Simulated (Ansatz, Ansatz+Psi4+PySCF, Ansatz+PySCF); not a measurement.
```xyz
7

C    -1.1996   -0.0111    0.0000
N     1.4007    0.1299    0.0000
H    -1.4267   -0.5129    0.9331
H    -1.4199   -0.5914   -0.8881
H    -1.5202    1.0228   -0.0458
H     0.1889    0.1269    0.0010
H     1.5703   -0.8877   -0.0001
```

Basis set: cc-pVTZ (spherical functions). Correlated methods keep 2 orbitals frozen. Correlation on ROHF uses semicanonical orbitals with singles. Charge 0, multiplicity 3.

Computed with Ansatz (development build ahead of 0.2.0); each method stands on the lowest determinant of its kind that the runs found.

Task: Give the atomization energy at this shape (free ground-state atoms in the same class of orbitals less the molecule, no zero-point energy) of triplet CH5N by ROHF-MP2, UHF-MP2, ROHF, UHF.

Result:

```csv
method,atomization energy
ROHF-MP2,465.65 kcal/mol
UHF-MP2,461.55 kcal/mol
ROHF,332.19 kcal/mol
UHF,338.95 kcal/mol
```
